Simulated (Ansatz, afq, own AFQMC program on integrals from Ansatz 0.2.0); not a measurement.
# BSiH3, singlet: AFQMC among the cluster methods

```xyz
5

Si    0.0000    0.0000    0.5587
B     0.0000    0.0000   -1.4523
H     0.0000    1.2660    1.3197
H     0.0000   -1.2660    1.3197
H     0.0000    0.0000   -2.6316
```

Connectivity, by distances: SiH2–BH.

Basis cc-pVDZ. Only valence electrons are correlated. Ansatz 0.2.0 and our own AFQMC program on the same integrals; the CISD trial comes from CCSD amplitudes, and released means the phaseless constraint is let go. Error bars are statistical, one sigma.

Determinant: RHF, the one that the program's search chose, which needn't be the lowest solution. The geometry is a point of a scan.

No full CI on the walks' own integrals is used here; CCSDT(Q) serves as the reference and is uncertain by about the last step of the cluster series.

Cautions: higher spins were not checked; restricted determinant unstable towards unrestricted (UHF 239 meV lower, ⟨S²⟩ 0.55).

The T1 diagnostic is 0.0181, the weight of the determinant in the CISD state is 0.851 and the size of the correlated space is 10 electrons in 41 orbitals.

Reference: CCSDT(Q), correlation energy -6.169 eV. The released energy is read at 2.40 1/Eh (meV from the phaseless value at times in 1/Eh: -4 ± 13 at 0.24, -13 ± 13 at 0.51, -25 ± 13 at 0.99, -32 ± 14 at 1.62, -34 ± 18 at 2.40).

```json
{"level": "HF", "E − E(reference) (kJ/mol)": "595.2", "share of correlation (%)": "0.00"}
{"level": "MP2", "E − E(reference) (kJ/mol)": "132.7", "share of correlation (%)": "77.71"}
{"level": "CCSD", "E − E(reference) (kJ/mol)": "28.2", "share of correlation (%)": "95.26"}
{"level": "CCSD(T)", "E − E(reference) (kJ/mol)": "5.5", "share of correlation (%)": "99.08"}
{"level": "CCSDT", "E − E(reference) (kJ/mol)": "1.6", "share of correlation (%)": "99.74"}
{"level": "ph-AFQMC/CISD", "E − E(reference) (kJ/mol)": "3.1 ± 1.5", "share of correlation (%)": "99.47"}
{"level": "released AFQMC", "E − E(reference) (kJ/mol)": "-0.2 ± 1.8", "share of correlation (%)": "100.03"}
```

A walk keeps the symmetry of its determinant, which the program's search chose and which needn't be the lowest solution, so a lower state of the same spin and another symmetry isn't excluded. Released energies are given only where the last usable release times agree within the noise; a slower fall can still hide under it.
